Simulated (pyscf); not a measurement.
HO–SiH₂–OH + NH [triplet] → HO–SiH•–OH + NH₂•, a hydrogen abstraction (triplet surface; H–Si broken, H–N formed). Single points on ωB97X-D3(BJ)/def2-SVP structures (PySCF, gas phase). Energies in kcal/mol from the separated reactants.

Small-basis levels: PySCF, no dispersion term, spherical d functions. AM1 to PM7: differences of heats of formation from MOPAC, which are fitted to 298 K values and so differ in kind from electronic energies by zero-point and thermal terms. Open shells are spin-unrestricted. 

```
level                   barrier  reaction energy
----------------------  -------  ---------------
HF/3-21G                   30.3            +23.8
PBE/6-31G*                    …             -2.8
B3LYP/STO-3G                9.5            +14.9
B3LYP/3-21G                   …             +5.0
B3LYP/6-31G*               10.6             +2.1
AM1                         9.3            -22.2
PM6                        13.4             +8.2
ωB97M-D3(BJ)/def2-TZVP        …             +2.5
```

### Question
What belongs in the gaps?

### Answer

- PBE/6-31G*, barrier: 2.9
- B3LYP/3-21G, barrier: 7.7
- ωB97M-D3(BJ)/def2-TZVP, barrier: 12.8

Against the last row the barrier runs from -10.0 (PBE/6-31G*) to +17.5 kcal/mol (HF/3-21G). At B3LYP/STO-3G this geometry lies under one side, so the entry may be no barrier of that level: it is a single point on another level's saddle. ωB97M-D3(BJ)/def2-TZVP has limits of its own. HO–SiH•–OH + NH₂• also meet on a surface of lower spin, which isn't treated here. One saddle was located; it need not be the lowest between these sides. The angle at the transferred H is 159°.
